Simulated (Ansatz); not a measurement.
Geometry optimisation, RKS B3LYP/def2-mTZVP (Ansatz).

Input file:

```yaml
crystal:
  periodic: [false, false, false]
  atoms:
    - { symbol: B, position_ang: [-0.744726, -0.270127, -1.208484] }
    - { symbol: S, position_ang: [-0.996079, 1.558016, -1.357142] }
    - { symbol: H, position_ang: [0.239237, -0.770532, -1.628493] }
    - { symbol: H, position_ang: [-1.642467, -0.879796, -0.740282] }
    - { symbol: H, position_ang: [0.167894, 0.528587, 0.813781] }
    - { symbol: C, position_ang: [0.590833, -0.29127, 1.375948] }
    - { symbol: H, position_ang: [0.177328, 1.833411, -1.970923] }
    - { symbol: H, position_ang: [0.314581, -1.245971, 0.930435] }
    - { symbol: H, position_ang: [0.216387, -0.257125, 2.398444] }
    - { symbol: H, position_ang: [1.677112, -0.205293, 1.386716] }
basis:
  gaussian: { orbitals: def2-mTZVP }
hamiltonian:
  xc: b3lyp
relax:
  f_tol: 0.03
  max_steps: 50
```

Command:

```bash
$ ansatz run input.yaml --threads 2 --pin off --max-ram 3072MiB --backend cpu --events-out ev --progress --plain --runs-dir out
```

Where does it end, and by what steps?

The run converged. The force dipped under the threshold on the way, but the program's further checks kept it going. After 19 steps the energy has fallen by 0.235 eV; H4 moved furthest, 1.85 Å.

```json
{"step": "0", "energy less start (eV)": "0.0000", "largest force component (eV/Å)": "1.153", "accepted": "yes"}
{"step": "1", "energy less start (eV)": "-0.1201", "largest force component (eV/Å)": "0.726", "accepted": "yes"}
{"step": "2", "energy less start (eV)": "-0.1914", "largest force component (eV/Å)": "0.468", "accepted": "yes"}
{"step": "3", "energy less start (eV)": "-0.1897", "largest force component (eV/Å)": "0.415", "accepted": "no"}
{"step": "4", "energy less start (eV)": "-0.2133", "largest force component (eV/Å)": "0.069", "accepted": "yes"}
{"step": "5", "energy less start (eV)": "-0.2203", "largest force component (eV/Å)": "0.072", "accepted": "yes"}
{"step": "6", "energy less start (eV)": "-0.2255", "largest force component (eV/Å)": "0.066", "accepted": "yes"}
{"step": "7", "energy less start (eV)": "-0.2287", "largest force component (eV/Å)": "0.048", "accepted": "yes"}
{"step": "8", "energy less start (eV)": "-0.2303", "largest force component (eV/Å)": "0.027", "accepted": "yes"}
{"step": "9", "energy less start (eV)": "-0.2309", "largest force component (eV/Å)": "0.132", "accepted": "yes"}
{"step": "10", "energy less start (eV)": "-0.2265", "largest force component (eV/Å)": "0.295", "accepted": "no"}
{"step": "11", "energy less start (eV)": "-0.2320", "largest force component (eV/Å)": "0.081", "accepted": "yes"}
{"step": "12", "energy less start (eV)": "-0.2331", "largest force component (eV/Å)": "0.013", "accepted": "yes"}
{"step": "13", "energy less start (eV)": "-0.2337", "largest force component (eV/Å)": "0.016", "accepted": "yes"}
{"step": "14", "energy less start (eV)": "-0.2344", "largest force component (eV/Å)": "0.030", "accepted": "yes"}
{"step": "15", "energy less start (eV)": "-0.2347", "largest force component (eV/Å)": "0.048", "accepted": "yes"}
{"step": "16", "energy less start (eV)": "-0.2349", "largest force component (eV/Å)": "0.069", "accepted": "yes"}
{"step": "17", "energy less start (eV)": "-0.2350", "largest force component (eV/Å)": "0.053", "accepted": "yes"}
{"step": "18", "energy less start (eV)": "-0.2349", "largest force component (eV/Å)": "0.072", "accepted": "no"}
{"step": "19", "energy less start (eV)": "-0.2352", "largest force component (eV/Å)": "0.014", "accepted": "yes"}
```

```xyz
10
Properties=species:S:1:pos:R:3
B -1.397 -0.040 -2.774
S -1.529 1.731 -2.692
H -0.407 -0.570 -3.150
H -2.357 -0.646 -2.434
H 0.697 0.413 2.544
C 1.197 -0.509 2.838
H -0.295 2.070 -3.138
H 0.733 -1.352 2.328
H 1.108 -0.643 3.915
H 2.250 -0.455 2.565
```

Whether the end is a true minimum wasn't checked by a vibrational analysis.

The run took 32 s on 2 threads of Arm Neoverse V1, on a shared host, peak memory 0.17 GiB.
